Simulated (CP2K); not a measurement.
# C2H2F4 (norflurane): BLYP-D3(BJ)/DZVP-MOLOPT-SR-GTH (core potential)

Aim: the vertical ionisation energy of C2H2F4 (norflurane) at BLYP-D3(BJ)/DZVP-MOLOPT-SR-GTH (core potential), from 2 runs. 

Program for the calculation: CP2K 2026.2.

1 further run of the same task is left out (set aside as unsound or not needed).

## (1) Starting point

C2H2F4 has 8 atoms, charge 0, and is taken as a singlet. SMILES: `FCC(F)(F)F`. The coordinates come from a PBE0-D4/def2-TZVP relaxation.

Bond lengths: F1–C2 1.364 Å, C2–C3 1.514 Å, C3–F4 1.332 Å, C3–F5 1.339 Å, C3–F6 1.332 Å, C2–H7 1.092 Å, C2–H8 1.092 Å. Some angles: F1–C2–C3 109.8°, C2–C3–F4 111.9°, C2–C3–F5 108.9°, C2–C3–F6 111.9°, F4–C3–F5 108.1°, F4–C3–F6 107.9°, F5–C3–F6 108.1°, F1–C2–H7 109.7°, F1–C2–H8 109.7°, C3–C2–H7 108.6°.

## (2) A single-point energy at BLYP-D3(BJ)/DZVP-MOLOPT-SR-GTH (core potential)

Input file gas.inp:

```
&GLOBAL
   PROJECT_NAME gas
   RUN_TYPE ENERGY
   PRINT_LEVEL MEDIUM
&END GLOBAL

&FORCE_EVAL
   METHOD QUICKSTEP
   &DFT
      BASIS_SET_FILE_NAME BASIS_MOLOPT
      POTENTIAL_FILE_NAME GTH_POTENTIALS
      CHARGE 0
      MULTIPLICITY 1
      # Quickstep
      &QS
         METHOD GPW
         EPS_DEFAULT 1.0E-10
      &END QS
      &MGRID
         CUTOFF 400
         REL_CUTOFF 50
         NGRIDS 4
      &END MGRID
      &POISSON
         PERIODIC NONE
         POISSON_SOLVER MULTIPOLE
      &END POISSON
      # SCF settings
      &SCF
         SCF_GUESS ATOMIC
         EPS_SCF 1.0E-06
         MAX_SCF 150
         ADDED_MOS 5
         &DIAGONALIZATION
            ALGORITHM STANDARD
         &END DIAGONALIZATION
         &MIXING
            METHOD DIRECT_P_MIXING
            ALPHA 0.4
         &END MIXING
      &END SCF
      &XC
         &XC_FUNCTIONAL BLYP
         &END XC_FUNCTIONAL
         &VDW_POTENTIAL
            POTENTIAL_TYPE PAIR_POTENTIAL
            &PAIR_POTENTIAL
               TYPE DFTD3(BJ)
               PARAMETER_FILE_NAME dftd3.dat
               REFERENCE_FUNCTIONAL BLYP
               R_CUTOFF 15
            &END PAIR_POTENTIAL
         &END VDW_POTENTIAL
      &END XC
      # extra output
      &PRINT
         &MOMENTS
            PERIODIC F
            REFERENCE COM
            MAX_MOMENT 1
         &END MOMENTS
         &MO ON
            ENERGIES T
            OCCUPATION_NUMBERS T
            NDIGITS 6
            &EACH
               QS_SCF 0
            &END EACH
            ADD_LAST NUMERIC
         &END MO
         &HIRSHFELD OFF
         &END HIRSHFELD
      &END PRINT
   &END DFT
   &SUBSYS
      &CELL
         ABC [angstrom] 9.6 9.9 9
         PERIODIC NONE
      &END CELL
      &COORD
         F      4.464350     3.490850     5.404800
         C      4.477750     4.259550     4.277900
         C      4.900150     5.671650     4.625100
         F      6.123350     5.708650     5.152000
         F      4.906050     6.409150     3.507500
         F      4.064350     6.240950     5.492500
         H      5.190950     3.848750     3.559500
         H      3.476650     4.292250     3.841700
      &END COORD
      &KIND F
         BASIS_SET DZVP-MOLOPT-SR-GTH-q7
         POTENTIAL GTH-BLYP-q7
      &END KIND
      &KIND C
         BASIS_SET DZVP-MOLOPT-SR-GTH-q4
         POTENTIAL GTH-BLYP-q4
      &END KIND
      &KIND H
         BASIS_SET DZVP-MOLOPT-SR-GTH-q1
         POTENTIAL GTH-BLYP-q1
      &END KIND
   &END SUBSYS
&END FORCE_EVAL
```

Launch:

```console
$ OMP_NUM_THREADS=1 cp2k.psmp gas.inp > gas.out
```

The program printed:

```text
CP2K| version string:                                       CP2K version 2026.2
[...]
 GLOBAL| Method name                                                        CP2K
[...]
 GLOBAL| Run type                                                         ENERGY
[...]
 DFT| Spin restricted Kohn-Sham (RKS) calculation                            RKS
 DFT| Multiplicity                                                             1
[...]
 DFT| Charge                                                                   0
[...]
 FUNCTIONAL| BECKE88:
 FUNCTIONAL| LYP:
[...]
 QS| Method:                                                                 GPW
[...]
 QS| Density cutoff [a.u.]:                                                200.0
[...]
 QS| Relative density cutoff [a.u.]:                                        25.0
[...]
                             - Atoms:                                          8
[...]
                             - Spherical basis functions:                     88
[...]
 Number of electrons:                                                         38
[...]
     1 P_Mix/Diag. 0.40E+00    0.6     1.01730156      -109.3328767277 -1.09E+02
[...]
    13 DIIS/Diag.  0.26E-05    0.7     0.00000063      -109.4968307170 -7.57E-12
  *** SCF run converged in    13 steps ***
[...]
  Overlap energy of the core charge distribution:               0.00000059378903
  Self energy of the core charge distribution:               -288.08326548903364
  Core Hamiltonian energy:                                     82.28730458375242
  Hartree energy:                                             119.13932920024732
  Exchange-correlation energy:                                -22.83161798496387
  Dispersion energy:                                           -0.00858162074225
  Total energy:                                              -109.49683071695100
[...]
                     Mulliken Population Analysis
 #  Atom  Element  Kind  Atomic population                           Net charge
       1     F        1          7.174803                             -0.174803
       2     C        2          3.967130                              0.032870
       3     C        2          3.641113                              0.358887
       4     F        1          7.127168                             -0.127168
       5     F        1          7.137483                             -0.137483
       6     F        1          7.127175                             -0.127175
       7     H        3          0.912498                              0.087502
       8     H        3          0.912630                              0.087370
 # Total charge                             38.000000                  0.000000
[...]
  Dipole moment [Debye]
    X= -0.4877700E+00 Y= -0.8005287E+00 Z= -0.1656638E+01  Total=      1.9034745
 ENERGY| Total FORCE_EVAL ( QS ) energy [hartree]           -109.496830716950996
[...]
```

Run time: 9.6 s. Hardware: 1 thread of Arm Neoverse V2, shared host; peak memory 0.75 GiB.

## (3) The doublet cation at the same level

Input file molecule.inp:

```
&FORCE_EVAL
 METHOD Quickstep
 &DFT
  BASIS_SET_FILE_NAME BASIS_MOLOPT
  POTENTIAL_FILE_NAME GTH_POTENTIALS
  CHARGE 1
  MULTIPLICITY 2
  SPIN_POLARIZED T
  # Quickstep
  &QS
   METHOD GPW
   EPS_DEFAULT 1.0E-10
  &END
  # plane-wave cutoff in Ry
  &MGRID
   CUTOFF 400
   REL_CUTOFF 50
   NGRIDS 4
  &END
  &POISSON
   PERIODIC NONE
   POISSON_SOLVER MULTIPOLE
  &END
  &SCF
   SCF_GUESS ATOMIC
   EPS_SCF 1.0E-06
   MAX_SCF 30
   &OT ON
    MINIMIZER CG
    PRECONDITIONER FULL_SINGLE_INVERSE
   &END
   &OUTER_SCF
    EPS_SCF 1.0E-06
    MAX_SCF 10
   &END
  &END
  # functional
  &XC
   &XC_FUNCTIONAL BLYP
   &END
   &VDW_POTENTIAL
    POTENTIAL_TYPE PAIR_POTENTIAL
    &PAIR_POTENTIAL
     TYPE DFTD3(BJ)
     PARAMETER_FILE_NAME dftd3.dat
     REFERENCE_FUNCTIONAL BLYP
     R_CUTOFF 15
    &END
   &END
  &END
  &PRINT
   &MOMENTS
    PERIODIC F
    REFERENCE COM
    MAX_MOMENT 1
   &END
   &MO_CUBES
    NLUMO 5
    NHOMO -1
    WRITE_CUBE F
   &END
   &HIRSHFELD OFF
   &END
  &END
 &END
 &SUBSYS
  &CELL
   ABC [angstrom] 9.6 9.9 9
   PERIODIC NONE
  &END
  &COORD
   F      4.464350     3.490850     5.404800
   C      4.477750     4.259550     4.277900
   C      4.900150     5.671650     4.625100
   F      6.123350     5.708650     5.152000
   F      4.906050     6.409150     3.507500
   F      4.064350     6.240950     5.492500
   H      5.190950     3.848750     3.559500
   H      3.476650     4.292250     3.841700
  &END
  &KIND F
   BASIS_SET DZVP-MOLOPT-SR-GTH-q7
   POTENTIAL GTH-BLYP-q7
  &END
  &KIND C
   BASIS_SET DZVP-MOLOPT-SR-GTH-q4
   POTENTIAL GTH-BLYP-q4
  &END
  &KIND H
   BASIS_SET DZVP-MOLOPT-SR-GTH-q1
   POTENTIAL GTH-BLYP-q1
  &END
 &END
&END

&GLOBAL
 PROJECT_NAME molecule
 RUN_TYPE ENERGY
 PRINT_LEVEL MEDIUM
&END
```

Launch:

```console
$ OMP_NUM_THREADS=1 cp2k.psmp molecule.inp > molecule.out
```

The program printed, cut to the lines that bear on the results:

```text
CP2K| version string:                                       CP2K version 2026.2
[...]
 GLOBAL| Method name                                                        CP2K
[...]
 GLOBAL| Run type                                                         ENERGY
[...]
 DFT| Spin unrestricted (spin-polarized) Kohn-Sham calculation               UKS
 DFT| Multiplicity                                                             2
[...]
 DFT| Charge                                                                   1
[...]
 FUNCTIONAL| BECKE88:
 FUNCTIONAL| LYP:
[...]
 QS| Method:                                                                 GPW
[...]
 QS| Density cutoff [a.u.]:                                                200.0
[...]
 QS| Relative density cutoff [a.u.]:                                        25.0
[...]
                             - Atoms:                                          8
[...]
                             - Spherical basis functions:                     88
[...]
 Number of electrons:                                                         19
[...]
     1 OT CG       0.80E-01    1.2     0.07638140      -105.5897537902 -1.06E+02
[...]
    25 OT CG       0.14E+00    1.3     0.00000096      -109.0427245115 -9.96E-10
  *** SCF run converged in    25 steps ***
[...]
  Overlap energy of the core charge distribution:               0.00000059378903
  Self energy of the core charge distribution:               -288.08326548903364
  Core Hamiltonian energy:                                     81.56380938859873
  Hartree energy:                                             119.86179198537532
  Exchange-correlation energy:                                -22.37647936949850
  Dispersion energy:                                           -0.00858162074225
  Total energy:                                              -109.04272451151132
[...]
                     Mulliken Population Analysis
 #  Atom  Element  Kind  Atomic population (alpha,beta) Net charge  Spin moment
       1     F        1         3.600695     3.302699     0.096606     0.297996
       2     C        2         2.000188     1.827524     0.172288     0.172665
       3     C        2         1.869494     1.786461     0.344045     0.083033
[...]
  Dipole moment [Debye]
    X= -0.1058637E+01 Y= -0.2687179E+01 Z= -0.2195177E+01  Total=      3.6277329
[...]
 HOMO - LUMO gap [eV] :    0.442183
 ENERGY| Total FORCE_EVAL ( QS ) energy [hartree]           -109.042724511511324
[...]
```

Run time: 1.9 min. Hardware: 1 thread of Arm Neoverse V2, shared host; peak memory 0.95 GiB.

## (4) Results

Level: BLYP-D3(BJ)/DZVP-MOLOPT-SR-GTH (core potential).

| quantity | value |
| --- | --- |
| singlet C2H2F4: total energy | -109.49683 Eh |
| singlet C2H2F4: dipole moment | 1.90 D |
| singlet C2H2F4: HOMO energy | -8.64 eV |
| singlet C2H2F4: LUMO energy | 0.78 eV |
| singlet C2H2F4: HOMO–LUMO gap | 9.42 eV |
| singlet C2H2F4: dispersion energy | -22.53 kJ/mol |
| doublet cation: total energy | -109.04272 Eh |
| doublet cation: HOMO energy (highest over α and β) | -16.46 eV |
| doublet cation: LUMO energy (lowest over α and β) | -16.02 eV |
| doublet cation: dispersion energy | -22.53 kJ/mol |
| doublet cation: ⟨S²⟩ | 0.751 |
| vertical ionisation energy (to the doublet cation) | 12.357 eV |

The vertical ionisation energy comes to 12.36 eV (1192 kJ/mol). The negative HOMO energy of the first species, 8.64 eV, lies 3.72 eV below that difference.
